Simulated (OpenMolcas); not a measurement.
## Exact exchange and the vertical ionisation energy of CH2N

CH2N: 4 atoms, total charge 0, spin state doublet. As SMILES, `C=[N]`. The shape is that of a PBE0-D4/def2-TZVP optimisation.

The vertical ionisation energy (to the singlet cation) y, in eV, basis def2-TZVPP; a is the functional's share of exact exchange. Programs: OpenMolcas 26.06.

| functional | program | a | y (eV) |
| --- | --- | --- | --- |
| U-revPBE | OpenMolcas | 0 | 10.49 |
| UTPSS | OpenMolcas | 0 | 10.59 |
| UB3LYP | OpenMolcas | 0.2 | ? |
| UPBE0 | OpenMolcas | 0.25 | 10.72 |
| UBHLYP | OpenMolcas | 0.5 | 10.74 |

Problem. Fit y = c + s·a to the known rows and predict UB3LYP.

Solution. 
1. Means of the 4 rows: a = 0.1875, y = 10.635.
2. Σ(Δa)² = 0.17188, Σ(Δa·Δy) = 0.07375, so the slope is 0.07375/0.17188 = 0.42908.
3. Intercept: 10.635 − (0.42908) × 0.1875 = 10.555. The largest residual of the fit is 0.065.
4. UB3LYP: 10.555 + (0.42908) × 0.2 = 10.64 eV.

The run gave 10.70 eV, so the prediction is off by -0.06 eV, within the scatter of the fit. The rows mix families of semi-local functionals, which the line can't see.
